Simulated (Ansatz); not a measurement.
## Ansatz (development build ahead of 0.2.0) run

```yaml
crystal:
  periodic: [false, false, false]
  atoms:
    - { symbol: C, position_ang: [0.04726, -0.07207, -0.12555] }
    - { symbol: H, position_ang: [-0.01835, 0.91088, 0.6502] }
    - { symbol: H, position_ang: [0.15605, -0.87335, 0.50899] }
basis:
  gaussian: { orbitals: STO-3G }
hamiltonian:
  xc: hf
correlation:
  method: mp2
  frozen_orbitals: { C: 1, H: 0 }
```

The input is written out in the form of the current development build from the run's settings.

Output:

- Converged: yes
- Reference energy: -38.35279 hartree
- Correlation energy: -0.03757 hartree
- Total energy: -38.39036 hartree
- Spin squared of the determinant: 0.000

Caution: bonds are stretched, where a single reference can fail; stretched shape with no unrestricted run beside it, a lower state can exist; another spin multiplicity may lie lower.
